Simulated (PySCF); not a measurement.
C2H2ClS (charge -1).
Z-matrix (Å and degrees, PBE0-D3(BJ)/def2-SVP geometry), rows numbered from 1:
```
C 
C   1  1.3570
S   2  1.6808  1  132.63
Cl  2  1.8752  1  110.64  3   179.94
H   1  1.0933  2  118.46  3     0.04
H   1  1.0917  2  122.13  3   179.99
```

Level of theory: PySCF 2.14.0, PBE0-D3(BJ)/def2-SVP geometry optimisation, gas phase.

Masses are those of the commonest isotopes; rigid-rotor values at the optimised geometry. 

Task: Give the principal moments of inertia and the rotational constants in GHz.

Result: Ia = 67.29, Ib = 155.44, Ic = 222.73 u·Å²; 505379 MHz·u·Å²/I gives 7510, 3251 and 2269 MHz, that is A = 7.5102, B = 3.2513, C = 2.2690 GHz.

Task: What kind of rotor is it?

Result: An asymmetric top. Ray's parameter κ = (2B − A − C)/(A − C) = -0.625; −1 is the prolate and +1 the oblate limit.

Task: What does the inertial defect say?

Result: Planar: Δ = Ic − Ia − Ib = 0.00 u·Å². For a rigid frame Δ = −2 Σ m c², so it vanishes when all atoms lie in the ab plane; here none is more than 0.01 Å from it.

Task: Where do the levels up to J = 5 lie, in K?

Result: Above 0(0,0), as E/k:
J = 1: 1(0,1) 0.265, 1(1,1) 0.469, 1(1,0) 0.516
J = 2: 2(0,2) 0.788, 2(1,2) 0.952, 2(1,1) 1.093, 2(2,1) 1.707, 2(2,0) 1.714
J = 3: 3(0,3) 1.554, 3(1,3) 1.672, 3(1,2) 1.954, 3(2,2) 2.501, 3(2,1) 2.537, 3(3,1) 3.646, 3(3,0) 3.646
J = 4: 4(0,4) 2.550, 4(1,4) 2.625, 4(1,3) 3.091, 4(2,3) 3.556, 4(2,2) 3.655, 4(3,2) 4.718, 4(3,1) 4.723, 4(4,1) 6.303, 4(4,0) 6.303
J = 5: 5(0,5) 3.763, 5(1,5) 3.806, 5(1,4) 4.494, 5(2,4) 4.864, 5(2,3) 5.074, 5(3,3) 6.061, 5(3,2) 6.080, 5(4,2) 7.643, 5(4,1) 7.644, 5(5,1) 9.680, 5(5,0) 9.680
Those of J = 1 are B + C, A + C and A + B.

Task: Which types of transition are allowed, and where do some lines up to J = 2 fall?

Result: The dipole components (about the centre of mass, as the species is charged) are |μa| = 2.17 D, |μb| = 0.45 D, |μc| = 0.00 D; the mirror of this Cs structure is the ab plane, so μc vanishes by symmetry and there are no c-type lines. The squared components, which scale the intensities, stand as 1.00 : 0.04 (a : b). Some lines, for components of 0.1 D or more:

| type | branch | J(Ka,Kc) | MHz | lower level (cm⁻¹) |
| --- | --- | --- | --- | --- |
| a | Q | 1(1,0) ← 1(1,1) | 982 | 0.326 |
| a | Q | 2(1,1) ← 2(1,2) | 2947 | 0.662 |
| b | Q | 1(1,0) ← 1(0,1) | 5241 | 0.184 |
| a | R | 1(0,1) ← 0(0,0) | 5520 | 0.000 |
| b | Q | 2(1,1) ← 2(0,2) | 6375 | 0.547 |
| b | R | 2(0,2) ← 1(1,1) | 6631 | 0.326 |
| a | R | 2(1,2) ← 1(1,1) | 10058 | 0.326 |
| a | R | 2(0,2) ← 1(0,1) | 10890 | 0.184 |
| b | Q | 2(2,0) ← 2(1,1) | 12928 | 0.760 |
| b | R | 2(1,2) ← 1(0,1) | 14317 | 0.184 |
| b | Q | 2(2,1) ← 2(1,2) | 15724 | 0.662 |
| b | R | 2(2,1) ← 1(1,0) | 24800 | 0.359 |
| b | R | 2(2,0) ← 1(1,1) | 25933 | 0.326 |

Task: Estimate the classical rotational partition function at 10 K, 200 K and 500 K.

Result: Point group Cs, symmetry number σ = 1; q = (√π/σ)·√((kT/h)³/(ABC)), k/h = 20836.6 MHz/K: 716 at 10 K, 64100 at 200 K, 253000 at 500 K.

No frequency check. No vibrational averaging or centrifugal distortion is included, and the geometry carries the error of its method. Quadrupole hyperfine structure (35Cl) is left out.

The run took 10 s wall on one thread, Arm Neoverse N1, on a shared host. This is the geometry optimisation.
